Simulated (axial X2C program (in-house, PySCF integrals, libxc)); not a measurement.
# SiB⁺ along the bond: PBE0, 2c

Calculated with an in-house relativistic program for diatomic molecules. Two-component (2c) means X2C with spin–orbit coupling and atomic mean-field two-electron Coulomb and Gaunt terms. Basis: Si dyall-v3z [8s7p2d1f], B dyall-v3z [7s6p2d1f] (cores contracted in-house); Gaussian nuclei, density fitting, unrestricted open shells. Masses: Si 27.977 u, B 11.009 u.

State: Ω = 2 (⟨Sz⟩ = 1.00, ⟨Lz⟩ = 1.00 at PBE0). Dipoles are positive if B is the positive end and refer to the centre of mass.

| R (Å) | μ (D) | HOMO (eV) | LUMO (eV) |
| --- | --- | --- | --- |
| 1.836 | 0.692 | -13.73 | -11.94 |
| 1.920 | 0.630 | -13.66 | -11.66 |
| 1.983 | 0.594 | -13.54 | -11.46 |
| 2.047 | 0.571 | -13.32 | -11.28 |
| 2.110 | 0.564 | -13.12 | -11.12 |
| 2.184 | 0.578 | -12.91 | -10.95 |
| 2.258 | 0.619 | -12.72 | -10.79 |
| 2.353 | 0.712 | -12.51 | -10.61 |
| 2.469 | 0.882 | -12.29 | -10.40 |
| 2.638 | 1.200 | -12.03 | -10.13 |

(1) The minimum lies at 2.103 Å. What is the dipole moment there?

The state is a single determinant with fixed occupations, the lowest that a limited PBE0 search found. Density functionals use the spin component along the axis (collinear). PBE0 can misorder states that lie within some tenths of an eV, so this need not be the ground state of the molecule. The nearest other 2c determinant of the search, Ω = 1, lies 0.16 eV up at the distance of the search. The functionals have no current-density term, which raises determinants with orbital currents, atoms included. With several unpaired electrons one determinant need not be a pure state. Open-shell Ω = 0 determinants with evenly filled partner blocks cannot be reached by this program, so the Ω shown need not be the lowest component.

Results:

(1) At PBE0, 2c, with the sign and origin stated: μ = 0.56 D.
